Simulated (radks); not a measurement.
**C⁴⁺ in 1s1.5 2s0.5: an all-electron calculation**

One table from this session's results is given with a row withheld; the runs are named, their logs left out.

Program: radks (a radial shooting solver on a logarithmic mesh, Libxc functionals) version 1. Level of theory: non-relativistic Kohn-Sham, r2SCAN, spin-polarised, spherical densities, point nucleus; open shells are filled with parallel spins first. These are calculated values, not measurements, unless marked.

## What is computed

```
element       : carbon (Z = 6)
charge        : +4
electrons     : 2
configuration : 1s1.5 2s0.5
```

The first run:

Input:

```text
Z 6
configuration 1s1.5 2s0.5 2p0 3s0 3d0
relativity non-relativistic
functional r2scan,r2scan
spin polarised
nucleus point
```

One table of the session follows, with a row left open; its other results are not shown here.

It belongs to the step «Radial structure». From the orbitals of this run (lengths in bohr):

```
  level     <r>  outermost maximum (interpolated)  90 % within
  1s up       ?                                 ?            ?
1s down  0.2630                             0.172        0.470
  2s up   1.162                             0.997         1.77
  2p up   1.046                             0.842         1.68
```

Estimate the missing values for 1s up.

The run gave: <r>: 0.2589; outermost maximum (interpolated): 0.170; 90 % within: 0.462. In the column «<r>» it is the lowest.
